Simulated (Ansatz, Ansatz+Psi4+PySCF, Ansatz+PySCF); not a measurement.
```xyz
4

N     0.0191    0.0196   -0.0123
H     0.8644   -0.0253   -0.5352
H    -0.8885   -0.0200   -0.5075
O     0.0023   -0.0262    1.2656
```

Basis set: cc-pVTZ (spherical functions). Correlated methods keep 2 orbitals frozen. Correlation on ROHF uses semicanonical orbitals with singles. Charge 0, multiplicity 2.

Computed with Ansatz (development build ahead of 0.2.0); each method stands on the lowest determinant of its kind that the runs found.

**Question.** Give the atomization energy at this shape (free ground-state atoms in the same class of orbitals less the molecule, no zero-point energy) of doublet H₂NO by ROHF-MP2, UHF-MP2.

**Answer.**

```tsv
method	atomization energy
ROHF-MP2	11.47 eV
UHF-MP2	11.41 eV
```
